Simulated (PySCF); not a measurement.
Phosphorus pentafluoride, PF₅.
Geometry (PBE0-D3(BJ)/def2-SVP, Å), atoms numbered from 1 in this order:
```
atom  x, y, z in Å
F1     0.642   -0.574   -1.352
P2     0.003   -0.005   -0.008
F3     1.110    1.104    0.049
F4     0.244   -1.389    0.692
F5    -1.344    0.268   -0.763
F6    -0.636    0.564    1.337
```

The calculation used PBE0-D3(BJ)/def2-SVP geometry optimisation, gas phase in PySCF.

**Question.** Which atoms are bound to P2, and at what distances?

**Answer.** 5 atoms: F3 1.568 Å, F5 1.568 Å, F4 1.569 Å, F1 1.594 Å, F6 1.594 Å.

**Question.** List the angles at P2.

**Answer.** 
```json
{"angle": "F1–P2–F6", "degrees": "180.0", "distance of the outer atoms (Å)": "3.19"}
{"angle": "F3–P2–F5", "degrees": "120.0", "distance of the outer atoms (Å)": "2.72"}
{"angle": "F4–P2–F5", "degrees": "120.0", "distance of the outer atoms (Å)": "2.72"}
{"angle": "F3–P2–F4", "degrees": "120.0", "distance of the outer atoms (Å)": "2.72"}
{"angle": "F4–P2–F6", "degrees": "90.0", "distance of the outer atoms (Å)": "2.24"}
{"angle": "F1–P2–F5", "degrees": "90.0", "distance of the outer atoms (Å)": "2.24"}
{"angle": "F3–P2–F6", "degrees": "90.0", "distance of the outer atoms (Å)": "2.24"}
{"angle": "F1–P2–F4", "degrees": "90.0", "distance of the outer atoms (Å)": "2.24"}
{"angle": "F1–P2–F3", "degrees": "90.0", "distance of the outer atoms (Å)": "2.24"}
{"angle": "F5–P2–F6", "degrees": "90.0", "distance of the outer atoms (Å)": "2.24"}
```

**Question.** What is the shape at P2?

**Answer.** Trigonal bipyramidal: τ5 = (β − α)/60° = 1.00 from the two widest angles, 180.0° and 120.0° (0 for a square pyramid, 1 for a trigonal bipyramid). The P–F distances aren't all alike: 1.568 to 1.594 Å.

**Question.** What are the rotational constants (commonest isotopes, rigid rotor)?

**Answer.** A = 3604, B = 3034, C = 3033 MHz: a prolate symmetric top.

Point group: D3h (tolerance 0.08 Å). Charge 0, singlet. Whether it is a minimum is left open (no frequencies).

The run took 35 s of wall time on an Arm Neoverse V1 with one thread, no GPU, on a shared host, and the process peaked at 0.37 GiB of memory. That covers the optimisation of the geometry.
